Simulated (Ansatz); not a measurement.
B (model structure, started from the graphite type, P6₃/mmc, No. 194, 4 atoms in the cell)

Calculation: PBEsol (PAW; Ansatz, a program for electronic structure).

Numerical settings: plane-wave cutoff 500 eV, 18×18×6 k mesh (along the axes of the cell as run), Fermi–Dirac smearing 0.05 eV, scalar-relativistic PAW data made under PBE.

Cell (relaxed at this level):

```
CELL_PARAMETERS angstrom
      2.98689     0.00000     0.00000
     -1.49345     2.58672     0.00000
      0.00000     0.00000     3.96573
ATOMIC_POSITIONS crystal
  B  0.00000 0.00000 0.25000
  B  0.00000 0.00000 0.75000
  B  0.33333 0.66667 0.25000
  B  0.66667 0.33333 0.75000
```

```json
{
 "band_gap": "zero (no gap)"
}
```

Note: the relaxation could raise the start's symmetry but not lower it, so the cell can be a saddle point.

It cost about 2.0 core-minutes (a rough figure) of CPU time.

A model structure was made by putting elements into a prototype or built by hand; it is no filed structure, need not be a known phase, and can be a saddle point held by its symmetry.
